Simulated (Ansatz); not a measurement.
A made-up structure of SiH5S2 (charge +1), closed shell:

```xyz
8
angstrom
Si -0.9413 0.9469 -0.2746
S 0.7277 -0.1744 0.7799
S 0.8198 -1.9010 -0.3334
H -2.1056 0.2074 0.2408
H 1.3198 -1.0610 1.6242
H -0.7356 2.3064 0.2594
H 1.7857 0.5167 0.2919
H 1.0907 -2.6668 0.7425
```

It is relaxed with PBE-D4/def2-SVP and then PBE0-D4/def2-TZVP (Ansatz 0.2.0). Atoms count as bonded within 1.22 times the sum of their covalent radii (H–H: 0.88 Å). The end point is not checked to be a true minimum.

**Question.** Does its bonding change? (A judgement: the text doesn't fix the answer.)

**Answer.** The calculation gives: No: no bond forms or breaks.

Where it ends: The first stage lowers the energy by 0.67 eV in 14 steps. It ends as SiH₅S₂ ([SiH2][SH2][SH]), total charge +1:
Si1  (-1.051, 1.032, -0.498)
S2  (0.550, -0.267, 0.500)
S3  (0.714, -2.137, -0.340)
H4  (-1.984, 0.388, 0.503)
H5  (0.760, -0.573, 1.819)
H6  (-0.385, 1.987, 0.489)
H7  (1.742, 0.352, 0.309)
H8  (1.616, -2.608, 0.549)
(Å)

Labels in which every atom is bracketed show which atoms are joined, not bond orders.

For scale, one of the runs: PBE0-D4/def2-TZVP relaxation, 141 basis functions, launched by `ansatz run in.yaml --threads 2 --pin off --events-out ev --progress --plain --max-ram 4352MiB`. Hardware: 2 CPU threads of an Arm Neoverse V2, shared host. Wall time about 37 s.
